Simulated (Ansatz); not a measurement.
A geometry relaxed with PBE0-D4/def2-TZVP in Ansatz (an electronic-structure program), charge 0, multiplicity 1:

```xyz
9

H      1.1063    -1.7445     0.0432
H      2.3555     0.5628    -0.0999
H     -2.1421     1.1341     0.0170
S      0.2173     1.7284    -0.0844
H     -1.5033    -1.4131     0.1111
C     -1.1488     0.7125     0.0044
C      1.2891     0.4028    -0.0589
C      0.6156    -0.7807     0.0155
C     -0.7895    -0.6022     0.0521
```

Question: Write the SMILES of this molecule.

Answer: `c1ccsc1`
